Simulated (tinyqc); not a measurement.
Inside a calculation. Method: G0W0 on RHF in the sto-6g basis, for H2O, spin multiplicity 1. One step of it, computed by the program tinyqc.

Question. Screening: direct RPA. With D = e_a - e_i and K = (ia|jb): diagonalise D^(1/2) (D + 4K) D^(1/2) = Z w^2 Z^T; X + Y = D^(1/2) Z w^(-1/2), each column of Z with its largest component positive (the first on a tie); E_c = (sum w - tr (D + 2K)) / 2.

orbital energies (hartree): MO1 -20.491320, MO2 -1.283328, MO3 -0.647914, MO4 -0.446944, MO5 -0.394464, MO6 0.615015, MO7 0.787602

Two-electron integrals over orbitals (pq|rs), unique and non-zero (hartree):
```
p,q,r,s,(pq|rs)
1,1,1,1,4.761072
2,1,1,1,-0.425500
2,1,2,1,0.061627
2,2,1,1,1.017677
2,2,2,1,-0.013827
2,2,2,2,0.730874
3,1,3,1,0.011225
3,2,3,1,0.017875
3,2,3,2,0.147522
3,3,1,1,0.807605
3,3,2,1,-0.004129
3,3,2,2,0.650495
3,3,3,3,0.641571
4,1,1,1,0.183578
4,1,2,1,-0.023366
4,1,2,2,0.016331
4,1,3,3,0.005992
4,1,4,1,0.029656
4,2,1,1,-0.123104
4,2,2,1,0.009628
4,2,2,2,0.008359
4,2,3,3,0.007005
4,2,4,1,0.019930
4,2,4,2,0.124407
4,3,3,1,-0.003296
4,3,3,2,0.018554
4,3,4,3,0.044961
4,4,1,1,1.025368
4,4,2,1,-0.013821
4,4,2,2,0.685980
4,4,3,3,0.608221
4,4,4,1,-0.012414
4,4,4,2,-0.105212
4,4,4,4,0.807689
5,1,5,1,0.026733
5,2,5,1,0.032308
5,2,5,2,0.144735
5,3,5,3,0.029306
5,4,5,1,-0.012996
5,4,5,2,-0.044906
5,4,5,4,0.056132
5,5,1,1,1.117076
5,5,2,1,-0.011195
5,5,2,2,0.749603
5,5,3,3,0.634466
5,5,4,1,0.004509
5,5,4,2,-0.063049
5,5,4,4,0.740719
5,5,5,5,0.880663
6,1,1,1,-0.266797
6,1,2,1,0.041333
6,1,2,2,-0.002473
6,1,3,3,-0.000202
6,1,4,1,-0.002711
6,1,4,2,0.020108
6,1,4,4,-0.019124
6,1,5,5,-0.006260
6,1,6,1,0.035854
6,2,1,1,0.328062
6,2,2,1,-0.008179
6,2,2,2,0.144862
6,2,3,3,0.075797
6,2,4,1,0.018747
6,2,4,2,0.020355
6,2,4,4,0.099600
6,2,5,5,0.163096
6,2,6,1,0.004219
6,2,6,2,0.103220
6,3,3,1,0.003041
6,3,3,2,-0.044956
6,3,4,3,-0.027171
6,3,6,3,0.074478
6,4,1,1,0.196330
6,4,2,1,-0.000900
6,4,2,2,0.089598
6,4,3,3,0.040190
6,4,4,1,0.003742
6,4,4,2,-0.019130
6,4,4,4,0.111283
6,4,5,5,0.104632
6,4,6,1,0.001719
6,4,6,2,0.061864
6,4,6,4,0.059266
6,5,5,1,0.016754
6,5,5,2,0.061853
6,5,5,4,-0.003222
6,5,6,5,0.039820
6,6,1,1,0.805147
6,6,2,1,-0.007630
6,6,2,2,0.613599
6,6,3,3,0.574549
6,6,4,1,0.021994
6,6,4,2,0.061756
6,6,4,4,0.548408
6,6,5,5,0.587638
6,6,6,1,0.006803
6,6,6,2,0.094231
6,6,6,4,0.042447
6,6,6,6,0.597120
7,1,3,1,0.016172
7,1,3,2,0.023853
7,1,4,3,-0.004967
7,1,6,3,0.003990
7,1,7,1,0.023368
7,2,3,1,0.013855
7,2,3,2,0.039413
7,2,4,3,-0.032299
7,2,6,3,0.035697
7,2,7,1,0.018855
7,2,7,2,0.061024
7,3,1,1,0.365301
7,3,2,1,-0.007398
7,3,2,2,0.139170
7,3,3,3,0.092916
7,3,4,1,-0.001055
7,3,4,2,-0.071516
7,3,4,4,0.167376
7,3,5,5,0.188967
7,3,6,1,-0.006883
7,3,6,2,0.079753
7,3,6,4,0.069471
7,3,6,6,0.037121
7,3,7,3,0.149444
7,4,3,1,-0.009491
7,4,3,2,-0.074721
7,4,4,3,0.006264
7,4,6,3,0.042896
7,4,7,1,-0.013312
7,4,7,2,-0.017063
7,4,7,4,0.065534
7,5,5,3,0.023777
7,5,7,5,0.024616
7,6,3,1,0.010009
7,6,3,2,0.103715
7,6,4,3,0.044052
7,6,6,3,-0.069217
7,6,7,1,0.013489
7,6,7,2,-0.008628
7,6,7,4,-0.056784
7,6,7,6,0.120377
7,7,1,1,0.886497
7,7,2,1,-0.009597
7,7,2,2,0.629808
7,7,3,3,0.617479
7,7,4,1,0.003700
7,7,4,2,-0.014637
7,7,4,4,0.618571
7,7,5,5,0.631736
7,7,6,1,-0.005864
7,7,6,2,0.072521
7,7,6,4,0.038472
7,7,6,6,0.568811
7,7,7,3,0.098070
7,7,7,7,0.627216
```

Give: D^(1/2) (D + 4K) D^(1/2); excitation energies w; X + Y; RPA correlation energy.

Answer.

D^(1/2) (D + 4K) D^(1/2) (hartree^2):
```
,1>6,1>7,2>6,2>7,3>6,3>7,4>6,4>7,5>6,5>7
1>6,448.5044,0.0000,0.1068,0.0000,0.0000,-0.1515,0.0325,0.0000,0.0000,0.0000
1>7,0.0000,454.7815,0.0000,0.5007,0.0827,0.0000,0.0000,-0.2729,0.0000,0.0000
2>6,0.1068,0.0000,4.3875,0.0000,0.0000,0.5266,0.3513,0.0000,0.0000,0.0000
2>7,0.0000,0.5007,0.0000,4.7943,0.2309,0.0000,0.0000,-0.1091,0.0000,0.0000
3>6,0.0000,0.0827,0.0000,0.2309,1.9712,0.0000,0.0000,0.2143,0.0000,0.0000
3>7,-0.1515,0.0000,0.5266,0.0000,0.0000,2.9188,0.3431,0.0000,0.0000,0.0000
4>6,0.0325,0.0000,0.3513,0.0000,0.0000,0.3431,1.3795,0.0000,0.0000,0.0000
4>7,0.0000,-0.2729,0.0000,-0.1091,0.2143,0.0000,0.0000,1.8477,0.0000,0.0000
5>6,0.0000,0.0000,0.0000,0.0000,0.0000,0.0000,0.0000,0.0000,1.1798,0.0000
5>7,0.0000,0.0000,0.0000,0.0000,0.0000,0.0000,0.0000,0.0000,0.0000,1.5137
```

excitation energies w (hartree): 1.0862  1.1347  1.2303  1.2922  1.4585  1.6677  2.1487  2.1944  21.1779  21.3256

X + Y:
```
,1,2,3,4,5,6,7,8,9,10
1>6,0.0000,-0.0005,0.0000,0.0000,0.0000,0.0014,-0.0004,0.0000,0.9983,0.0000
1>7,0.0000,0.0000,0.0000,0.0020,0.0011,0.0000,0.0000,-0.0036,0.0000,0.9989
2>6,0.0000,-0.1041,0.0000,0.0000,0.0000,-0.3590,0.8819,0.0000,0.0001,0.0000
2>7,0.0000,0.0000,0.0000,0.0921,-0.0509,0.0000,0.0000,0.9680,0.0000,0.0003
3>6,0.0000,0.0000,0.0000,-0.6074,0.7305,0.0000,0.0000,0.0596,0.0000,0.0000
3>7,0.0000,-0.2027,0.0000,0.0000,0.0000,0.8635,0.2602,0.0000,-0.0001,0.0000
4>6,0.0000,0.9484,0.0000,0.0000,0.0000,0.1145,0.0953,0.0000,0.0000,0.0000
4>7,0.0000,0.0000,0.0000,0.7679,0.5685,0.0000,0.0000,-0.0232,0.0000,-0.0001
5>6,0.9640,0.0000,0.0000,0.0000,0.0000,0.0000,0.0000,0.0000,0.0000,0.0000
5>7,0.0000,0.0000,0.9802,0.0000,0.0000,0.0000,0.0000,0.0000,0.0000,0.0000
```

RPA correlation energy = -0.048970 hartree
